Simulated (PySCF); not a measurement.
Ionisation energies (eV) were calculated with PySCF 2.14 by UHF, PBE, LDA, in another order, as differences of total energies without spin-orbit coupling. The measured values are between term centres (NIST).

```json
{"species": "Mg (x2c-QZVPPall, spin-free X2C)", "measured": "7.646", "A": "7.622", "B": "7.733", "C": "6.615"}
{"species": "P (x2c-QZVPPall, spin-free X2C)", "measured": "10.526", "A": "10.473", "B": "10.563", "C": "9.893"}
{"species": "S (x2c-QZVPPall, spin-free X2C)", "measured": "10.336", "A": "10.409", "B": "10.550", "C": "9.219"}
{"species": "Mn⁺ (x2c-QZVPPall, spin-free X2C)", "measured": "15.640", "A": "16.288", "B": "16.516", "C": "14.852"}
{"species": "Mn (x2c-QZVPPall, spin-free X2C)", "measured": "7.434", "A": "7.235", "B": "7.566", "C": "6.021"}
{"species": "Zn (x2c-QZVPPall, spin-free X2C)", "measured": "9.394", "A": "9.590", "B": "9.904", "C": "7.777"}
{"species": "Zr (x2c-QZVPPall, spin-free X2C)", "measured": "6.639", "A": "6.410", "B": "6.712", "C": "5.185"}
{"species": "I (x2c-QZVPPall, spin-free X2C)", "measured": "10.519", "A": "10.513", "B": "10.804", "C": "9.541"}
```

**Question.** Which column is which method?

**Answer.** A is PBE (mean error 0.05 eV); B is LDA (mean error 0.28 eV); C is UHF (mean error -1.13 eV). PBE, with gradient corrections, lies close to experiment on average, with errors of both signs. LDA overbinds the outer electron and comes out highest. Hartree-Fock lacks the correlation of the electron removed and comes out lowest.
